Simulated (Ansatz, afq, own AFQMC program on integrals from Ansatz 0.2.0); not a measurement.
**Breaking Si1–P2 in SiPH$_{5}$, singlet**

```yaml
atoms:
  - { symbol: Si, position_ang: [-0.6313, -0.3589, -0.3893] }
  - { symbol: P, position_ang: [1.0936, -0.0115, 1.0412] }
  - { symbol: H, position_ang: [-1.8574, -0.6227, 0.4221] }
  - { symbol: H, position_ang: [-0.3185, -1.5717, -1.2034] }
  - { symbol: H, position_ang: [-0.8968, 0.7884, -1.3105] }
  - { symbol: H, position_ang: [0.6451, 1.2925, 1.4175] }
  - { symbol: H, position_ang: [1.9653, 0.4839, 0.0224] }
```

Products: SiH₃ (doublet; SiH3) and PH2 (doublet), each relaxed with PBE0/def2-SVP like the molecule; electronic energies without zero-point terms. Determinants: RHF, UHF and UHF in that order.

Basis def2-TZVP. Noble-gas cores (and the filled d shells of Ga–Kr and In–Xe) are frozen. AFQMC by an in-house program on the Cholesky factors that Ansatz 0.2.0 writes for its CCSD(T) run. ph-AFQMC/CISD is guided by a CISD state made of CCSD amplitudes; releasing the constraint for a short imaginary time cuts its bias at the price of noise, slowly where states lie close. ± is one standard error of the sampling. The errors of all members are added in quadrature.

No full CI on the walks' own integrals is used here; CCSDT(Q) serves as the reference and is uncertain by about the last step of the cluster series. Each member takes its own surest rung, up to full CI.

The best estimate is CCSD(T) at the basis-set limit (CBS: def2-TZVPP and def2-QZVPP, with their diffuse functions for anions and beside diffuse sets, CCSD(T) itself extrapolated) plus the step from CCSD(T) to CCSDT(Q) in def2-TZVP. Rows without CBS are in def2-TZVP; B2PLYP and the wave-function rows carry a basis error of their own. Core correlation and relativity beyond core potentials are missing, and ± holds the sampling alone.

```
  level  bond energy (kJ/mol)
  B3LYP                 286.9
   PBE0                 300.5
wB97M-V                 317.6
```

Problem. From these cheaper values, estimate the bond energy at the level of the best estimate.

Solution. 313.8 kJ/mol (best estimate, highest rung CCSDT(Q)).

```json
{"level": "HF", "bond energy (kJ/mol)": "206.7", "error against the best estimate (kJ/mol)": "-107.0"}
{"level": "MP2", "bond energy (kJ/mol)": "306.6", "error against the best estimate (kJ/mol)": "-7.1"}
{"level": "CCSD", "bond energy (kJ/mol)": "289.5", "error against the best estimate (kJ/mol)": "-24.3"}
{"level": "CCSD(T)", "bond energy (kJ/mol)": "297.8", "error against the best estimate (kJ/mol)": "-15.9"}
{"level": "CCSDT", "bond energy (kJ/mol)": "297.1", "error against the best estimate (kJ/mol)": "-16.6"}
{"level": "CCSDT(Q)", "bond energy (kJ/mol)": "297.9", "error against the best estimate (kJ/mol)": "-15.9"}
{"level": "ph-AFQMC/CISD", "bond energy (kJ/mol)": "298.7 ± 0.6", "error against the best estimate (kJ/mol)": "-15.1 ± 0.6"}
{"level": "released AFQMC", "bond energy (kJ/mol)": "298.5 ± 0.6", "error against the best estimate (kJ/mol)": "-15.3 ± 0.6"}
{"level": "HF/CBS", "bond energy (kJ/mol)": "206.1", "error against the best estimate (kJ/mol)": "-107.7"}
{"level": "MP2/CBS", "bond energy (kJ/mol)": "323.3", "error against the best estimate (kJ/mol)": "9.6"}
{"level": "CCSD(T)/CBS", "bond energy (kJ/mol)": "313.7", "error against the best estimate (kJ/mol)": "-0.1"}
{"level": "PBE", "bond energy (kJ/mol)": "301.8", "error against the best estimate (kJ/mol)": "-12.0"}
{"level": "r2SCAN", "bond energy (kJ/mol)": "292.1", "error against the best estimate (kJ/mol)": "-21.7"}
{"level": "B2PLYP", "bond energy (kJ/mol)": "295.5", "error against the best estimate (kJ/mol)": "-18.3"}
```

Correlation beyond CCSD(T) changes it by less than 2 meV. Going to the basis-set limit adds 15.9 kJ/mol at CCSD(T). The perturbative (T) step is worth +8.4 kJ/mol. The functionals spread over 30.7 kJ/mol; wB97M-V comes nearest and B3LYP is 26.9 kJ/mol too low.

Best estimates are given only where the step beyond CCSD(T) is under 0.3 eV and no member's determinant is very poor (T1 over 0.05, or 0.07 for open shells, ⟨S²⟩ too high by 0.3, two states mixed), so the hardest cases are missing from such tables.

The functionals ran in a triple-zeta set and keep a basis error of their own, a few kJ/mol for each bond in atomization energies and more for double hybrids, so close places among them and the extrapolated levels can swap.

CCSDT and higher add their correlation energy to the determinant of the CCSD(T) run, since their own runs factorise the integrals more tightly (a shift of under 2 meV). Each member of a difference takes its own highest rung, so a best estimate needn't equal the limit plus the step of one row. Released energies are given only where the last usable release times agree within the noise; a slower fall can still hide under it.
